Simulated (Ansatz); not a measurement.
Born–Oppenheimer molecular dynamics of AlClFH3 (6 atoms, charge 0, multiplicity 1). It starts at the highest image of a converged band, a first-order saddle point between two minima.

The calculation used RKS B3LYP/def2-SVP in Ansatz 0.2.0.

```yaml
ensemble: NVE (velocity Verlet)
time_step: 0.5 fs
steps_asked: 200
starting_velocities_drawn_for: 300 K
seed: 5121
```

First frame:

```xyz
6
Properties=species:S:1:pos:R:3
Al 0.014 -0.257 -0.051
Cl 0.017 0.005 2.345
H 1.414 0.173 -0.620
H -1.411 0.097 -0.609
F 0.062 -1.951 0.621
H 0.050 -1.363 1.725
```

(1) How far do the bonds stretch over the last three quarters of this one trajectory? (Pairs bonded in most of those frames.)

Results:

(1) 
```json
{"bond": "Al1–H3", "mean (Å)": "1.578", "spread (Å)": "0.025", "shortest": "1.54", "longest": "1.62"}
{"bond": "Al1–H4", "mean (Å)": "1.586", "spread (Å)": "0.045", "shortest": "1.52", "longest": "1.65"}
{"bond": "Al1–F5", "mean (Å)": "1.700", "spread (Å)": "0.030", "shortest": "1.65", "longest": "1.76"}
{"bond": "Cl2–H6", "mean (Å)": "1.311", "spread (Å)": "0.026", "shortest": "1.27", "longest": "1.36"}
```

Pairs bonded in part of these frames only: Al1–Cl2 53 %.

Mean temperature of the second half: 326 K. The conserved energy stayed within 0.088 meV per atom of its start (net change 0.039 meV per atom), so the integration is sound. A run of 0.1 ps of so small a system gives no equilibrium averages. The orbitals stay closed-shell, which can raise the energy where a bond breaks towards radicals; this wasn't checked here.

Time of the run: 9.8 min on 1 thread of Arm Neoverse N1 (shared host), peak memory 0.11 GiB.
